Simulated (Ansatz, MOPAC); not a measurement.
C-H bond dissociation enthalpy at 298 K: 6 cases among chlorinated organics, in kcal/mol, species as SMILES. Conventions: non-relativistic; 6-311+G** with 5d, 6d on Na to Ar in Ansatz (a first-principles code); spin-orbit terms left out; PM7 with its own dispersion and hydrogen-bond terms; open shells spin-unrestricted; dispersion terms only where a functional's name holds one; valence correlation only. CBS(X,Y): correlation extrapolated as X^-3; Hartree-Fock from the larger set. [CCSD(T)-MP2]/basis is that difference in the basis named. First-principles rows: single points at B3LYP-D3(BJ) geometries (Ansatz), with unscaled harmonic terms from B3LYP/6-31G* (Ansatz) at its own minima. Semi-empirical rows: MOPAC heats of formation at their own minima for 298 K.

Coupled cluster (Ansatz) is a level with limits of its own, used here on species with T1 under 0.025 (0.045 for open shells) and stable references: (a) RI-MP2/CBS(cc-pV(T+d)Z,cc-pV(Q+d)Z)+[CCSD(T)-MP2]/cc-pV(D+d)Z; (b) RI-MP2/CBS(aug-cc-pV(T+d)Z,aug-cc-pV(Q+d)Z)+[CCSD(T)-MP2]/aug-cc-pV(T+d)Z; (c) RI-MP2/CBS(cc-pV(T+d)Z,cc-pV(Q+d)Z)+[CCSD(T)-MP2]/cc-pV(T+d)Z.

| species | atoms | coupled cluster | difference of PM7 (MOPAC) | difference of AM1 (MOPAC) | difference of PBE/6-311+G** (Ansatz) | difference of B3LYP/6-311+G** (Ansatz) | difference of r2SCAN-D4/def2-TZVPD (Ansatz + dftd4) | difference of B2PLYP-D3(BJ)/def2-TZVPD (Ansatz + dftd3) |
|---|---|---|---|---|---|---|---|---|
| ClCCl [dichloromethane], to Cl[CH]Cl + H atom | 5 | 96.6 (b) | -12.5 | -17.9 | -5.1 | -2.4 | -7.2 | -3.5 |
| ClC(Cl)Cl [chloroform], to Cl[C](Cl)Cl + H atom | 5 | 94.3 (c) | -12.5 | -20.2 | -5.7 | -3.1 | -7.9 | -4.1 |
| CCCl, to C[CH]Cl + H atom | 8 | 98.1 (c) | -15.5 | -18.5 | -5.5 | -3.1 | -7.3 | -3.5 |
| CCCl, to [CH2]CCl + H atom | 8 | 102.3 (c) | -14.5 | -16.3 | -5.9 | -4.5 | -7.0 | -3.6 |
| CCCCl [1-chloropropane], to CC[CH]Cl + H atom | 11 | 98.8 (a) | -15.9 | -19.0 | -6.0 | -3.7 | -7.7 | -3.9 |
| CCCCl [1-chloropropane], to [CH2]CCCl + H atom | 11 | 102.7 (a) | -15.0 | -16.4 | -5.2 | -3.8 | -6.8 | -3.5 |

```tsv
level	cases	mean signed difference	mean absolute difference	median absolute difference	largest absolute difference
PM7 (MOPAC)	6	-14.32	14.32	14.75	15.9
AM1 (MOPAC)	6	-18.05	18.05	18.20	20.2
PBE/6-311+G** (Ansatz)	6	-5.57	5.57	5.60	6.0
B3LYP/6-311+G** (Ansatz)	6	-3.43	3.43	3.40	4.5
r2SCAN-D4/def2-TZVPD (Ansatz + dftd4)	6	-7.32	7.32	7.25	7.9
B2PLYP-D3(BJ)/def2-TZVPD (Ansatz + dftd3)	6	-3.68	3.68	3.55	4.1
```

PM7 lies above in 0 of 6 cases and within 2 kcal/mol in 0; mean signed difference -14.32 kcal/mol, mean absolute 14.32 kcal/mol (13.75 over the 4 cases of up to 8 atoms, 15.45 over the larger). These figures hold for the species listed.

How the rows were picked: cases drawn at random among the computed members of the class with clean coupled-cluster diagnostics. The batch they came from held 9 cases of this property in the class: 0 with a tabulated value, 7 with clean coupled cluster alone, 2 with neither, which enter no statistics. The levels are drawn from those run on every case listed, the commonest habits more often. No case is left out for the size of its miss. Left out are saddle points of the reference geometry, anions that the best level run finds unbound, excited spin states, species near biochemistry, 298 K rows of species without real B3LYP wavenumbers, cases with under five habitual levels, runs that failed or that the program found above a lower state of the same kind, table entries that another table contradicts, and a share of species set aside by lot.
